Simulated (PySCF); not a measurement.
propyne (C₃H₄), SMILES C#CC. Atoms are numbered in the order given.

```xyz
7

C      0.0000     0.0000    -1.2360
C      0.0000     0.0000     0.2181
C      0.0000     0.0000     1.4176
H     -0.8833     0.5100    -1.6258
H      0.0000    -1.0199    -1.6258
H      0.8833     0.5100    -1.6258
H      0.0000     0.0000     2.4795
```

The structure is a stationary point at B3LYP-D3(BJ)/def2-TZVP.

Two levels are set side by side: PBE/pcJ-1 (PySCF) and B3LYP/pcJ-1 (PySCF). One-bond couplings, all four terms, same geometry. Isotopes: 13C, 1H. Differences are taken from unrounded values.

| quantity | B3LYP |
|---|---|
| ¹J(C1,C2) (Hz) | 76.0 |
| ¹J(C2,C3) (Hz) | 213.5 |
| ¹J(C1,H4) (Hz) | 136.9 |
| ¹J(C1,H5) (Hz) | 136.9 |
| ¹J(C1,H6) (Hz) | 136.9 |
| ¹J(C3,H7) (Hz) | 266.6 |

### Question
What does PBE give, and how far is it from B3LYP? (An estimate is asked for; the answer gives what the named calculation found.)

### Answer

```
quantity          PBE  PBE minus B3LYP
--------------  -----  ---------------
¹J(C1,C2) (Hz)   67.0             -9.0
¹J(C2,C3) (Hz)  201.3            -12.2
¹J(C1,H4) (Hz)  125.1            -11.8
¹J(C1,H5) (Hz)  125.1            -11.8
¹J(C1,H6) (Hz)  125.1            -11.8
¹J(C3,H7) (Hz)  246.8            -19.8
```

Rough cost on one machine, each run with all the roots and properties that it gave: B3LYP against PBE within a factor of 2.
